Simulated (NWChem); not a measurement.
System: HS anion

Results from NWChem. Structure relaxed at the B3LYP/def2-SVPD level. The gas-phase anion has a positive highest level at the geometry level, so the gas reference is doubtful. Level: PBE/aug-cc-pVDZ with COSMO at NWChem's default radii, gas-phase geometry; rows give the dielectric constant. Reactions with the solvent are ignored.

| dielectric constant | electrostatic solvation energy (kcal/mol) |
|---|---|
| 1.5 | [?] |
| 3.9 | -50.3 |
| 4.8 | -53.6 |
| 20.7 | -64.8 |
| 37.5 | -66.3 |

What belongs in the gaps?


- 1.5, electrostatic solvation energy (kcal/mol): -22.2
